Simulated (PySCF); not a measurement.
Si(Cl)4 anion (Cl4Si), SMILES Cl[Si](Cl)(Cl)Cl (connectivity only; charge and spin as stated), charge -1, multiplicity 2. Atoms are numbered in the order given.

```xyz
5

Cl    -1.6713     0.0000     0.9790
Si     0.0000     0.0000    -0.3537
Cl     1.6713     0.0000     0.9790
Cl     0.0000    -2.2220    -0.8334
Cl     0.0000     2.2220    -0.8334
```
Charge -1, spin multiplicity 2.

The structure is a stationary point at PBE0-D3(BJ)/def2-SVPD. The multiplicity is an assumed one; other spin states were not compared. The isomer is the one that the SMILES or the coordinates give; other isomers of the formula were not compared.

Two levels are set side by side: PBE/pcH-1 (PySCF) and PBE0/pcH-1 (PySCF). Contact hyperfine couplings, same geometry. Differences are taken from unrounded values.

```
quantity                           PBE0      PBE  PBE minus PBE0
------------------------------  -------  -------  --------------
A(iso) of 35Cl, atom Cl1 (MHz)     16.2     18.6             2.4
A(iso) of 29Si, atom Si2 (MHz)  -1656.8  -1606.0            50.8
A(iso) of 35Cl, atom Cl3 (MHz)     16.2     18.6             2.4
A(iso) of 35Cl, atom Cl4 (MHz)     87.5     80.9            -6.5
A(iso) of 35Cl, atom Cl5 (MHz)     87.5     80.9            -6.5
```

Rough cost on one machine, each run with all the roots and properties that it gave: PBE0 against PBE within a factor of 2.
